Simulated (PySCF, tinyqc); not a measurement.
CCSD on RHF in the sto-3g basis, for BH, spin multiplicity 1, step by step. The lowest restricted solution is unstable here: a spin-polarised one lies 0.0133 hartree lower (PySCF). One step of it, computed by the program tinyqc.

Task: CCSD: starting amplitudes. t_ij^ab = <ij||ab> / (e_i + e_j - e_a - e_b), whose energy is MP2.

orbital energies (hartree): MO1 -7.389211, MO2 -0.460893, MO3 -0.224017, MO4 0.242680, MO5 0.242680, MO6 0.335791

Two-electron integrals over orbitals (pq|rs), unique and non-zero (hartree):
```
(11|11) 2.893322    (21|11) -0.299108   (21|21) 0.049001    (22|11) 0.669730
(22|21) -0.014105   (22|22) 0.473303    (31|11) 0.121503    (31|21) -0.019230
(31|22) 0.008886    (31|31) 0.015655    (32|11) -0.132311   (32|21) 0.006784
(32|22) -0.019537   (32|31) 0.008287    (32|32) 0.111657    (33|11) 0.516453
(33|21) -0.006896   (33|22) 0.418687    (33|31) -0.002031   (33|32) 0.014454
(33|33) 0.465976    (41|41) 0.021581    (42|41) 0.025262    (42|42) 0.094541
(43|41) -0.010244   (43|42) -0.035193   (43|43) 0.027617    (44|11) 0.742021
(44|21) -0.010979   (44|22) 0.492442    (44|31) 0.004172    (44|32) -0.074523
(44|33) 0.400890    (44|44) 0.586773    (51|51) 0.021581    (52|51) 0.025262
(52|52) 0.094541    (53|51) -0.010244   (53|52) -0.035193   (53|53) 0.027617
(54|54) 0.031630    (55|11) 0.742021    (55|21) -0.010979   (55|22) 0.492442
(55|31) 0.004172    (55|32) -0.074523   (55|33) 0.400890    (55|44) 0.523513
(55|55) 0.586773    (61|11) -0.081859   (61|21) 0.014567    (61|22) 0.000406
(61|31) 0.005143    (61|32) 0.016206    (61|33) -0.007984   (61|44) -0.002901
(61|55) -0.002901   (61|61) 0.018892    (62|11) 0.123507    (62|21) -0.003151
(62|22) 0.056038    (62|31) 0.012863    (62|32) 0.001523    (62|33) -0.027767
(62|44) 0.069757    (62|55) 0.069757    (62|61) 0.014182    (62|62) 0.083404
(63|11) 0.194403    (63|21) -0.004252   (63|22) 0.058726    (63|31) -0.003001
(63|32) -0.110244   (63|33) -0.019700   (63|44) 0.110277    (63|55) 0.110277
(63|61) -0.007566   (63|62) 0.051261    (63|63) 0.161317    (64|41) 0.006505
(64|42) 0.024562    (64|43) 0.006642    (64|64) 0.024947    (65|51) 0.006505
(65|52) 0.024562    (65|53) 0.006642    (65|65) 0.024947    (66|11) 0.597715
(66|21) -0.007957   (66|22) 0.458016    (66|31) 0.010159    (66|32) 0.045826
(66|33) 0.464973    (66|44) 0.434773    (66|55) 0.434773    (66|61) 0.007270
(66|62) 0.026041    (66|63) -0.019365   (66|66) 0.518096
```

Give: Starting amplitudes; correlation energy.

Result:

Starting amplitudes (spin orbitals 1a, 1b, ...; amplitudes related by a flip of all spins are not repeated):
```
from      to        t
3a 3b  6a 6b  -0.1441
2a 2b  5a 5b  -0.0672
2a 2b  4a 4b  -0.0672
2a 2b  6a 6b  -0.0523
2a 3b  6a 6b  -0.0378
2a 3b  5a 5b   0.0301
2a 3b  4a 4b   0.0301
3a 3b  5a 5b  -0.0296
3a 3b  4a 4b  -0.0296
1a 2b  5a 5b  -0.0030
1a 2b  4a 4b  -0.0030
1a 2b  6a 6b  -0.0017
1a 1b  5a 5b  -0.0014
1a 1b  4a 4b  -0.0014
1a 3b  5a 5b   0.0013
1a 3b  4a 4b   0.0013
1a 1b  6a 6b  -0.0012
1a 3b  6a 6b   0.0009
```

correlation energy = -0.050558 hartree
